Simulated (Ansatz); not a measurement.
```yaml
crystal:
  periodic: [false, false, false]
  atoms:
    - {symbol: C, position_ang: [-0.482070, 1.145064, 1.136016]}
    - {symbol: C, position_ang: [0.164578, 0.159598, 0.541206]}
    - {symbol: F, position_ang: [1.409290, -0.162998, 0.936639]}
    - {symbol: C, position_ang: [-0.309983, -0.707469, -0.561200]}
    - {symbol: S, position_ang: [0.616544, -0.480870, -2.110123]}
    - {symbol: H, position_ang: [-0.025187, 1.706769, 1.939490]}
    - {symbol: H, position_ang: [-1.481375, 1.403892, 0.816729]}
    - {symbol: H, position_ang: [-1.345314, -0.465480, -0.798923]}
    - {symbol: H, position_ang: [-0.264036, -1.757907, -0.265495]}
    - {symbol: H, position_ang: [1.800753, -0.891899, -1.631539]}
basis:
  gaussian: {orbitals: aug-cc-pVDZ}
total_charge: -1
magnetization: {spin_polarized: true, initial_magnetization: 1}
hamiltonian: {xc: {name: r2SCAN0}, dispersion: d4}
```

```sh
$ ansatz run in.yaml --threads 4 --pin off --events-out ev --progress --plain --max-ram 10444MiB
```

Shortened log:

```
Functional definition: r2SCAN0
1565 factors; their error is unknown
mean field evaluation 1: about -16732.0619 eV, gradient 3.7e1 eV
mean field evaluation 2: about -16722.4478 eV, gradient 5.4e1 eV
mean field evaluation 4: about -16738.9101 eV, gradient 8.8e0 eV
mean field evaluation 8: about -16739.5312 eV, gradient 6.2e-1 eV
mean field evaluation 16: about -16739.7006 eV, gradient 6.2e-2 eV
mean field evaluation 32: about -16739.7008 eV, gradient 2.1e-4 eV
mean field -16739.70077086 eV, -615.1726567525 hartree, gradient 1.7e-5 eV, S^2 0.750171; 10 other end points of the search recorded, 0 dependent functions left out
reference -16739.70079901 eV, -615.1726577870 hartree; 25, 24 occupied and 139, 140 virtual orbitals, 1565 factors
Total energy: -16739.76846156 eV, -615.1751443396 hartree
```

It took 29 s on 4 threads of a server CPU on a shared host, with 0.83 GiB of host memory at the peak.
